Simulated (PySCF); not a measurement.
Calculation: PBE-D3(BJ)/def2-TZVP // B3LYP-D3(BJ)/def2-TZVP run with PySCF. All species are isolated molecules in the gas phase. Delta-SCF ions had no search for a lower state. 

Reference species (SMILES): `[F][Al]([F])[F]` (neutral, multiplicity 1).

HOMO–LUMO gap: 7.20 eV
vertical ionisation energy (Delta-SCF): 13.52 eV

Changed species: `[Al]([I])([I])[F]` (2 of 3 F replaced by I; the reference has 0 of 3 F replaced by I).

Q: Predict the effect on the HOMO–LUMO gap and vertical ionisation energy (Delta-SCF).

A: the HOMO–LUMO gap falls by 2.91 eV, to 4.29 eV; the vertical ionisation energy (Delta-SCF) falls by 4.00 eV, to 9.52 eV.
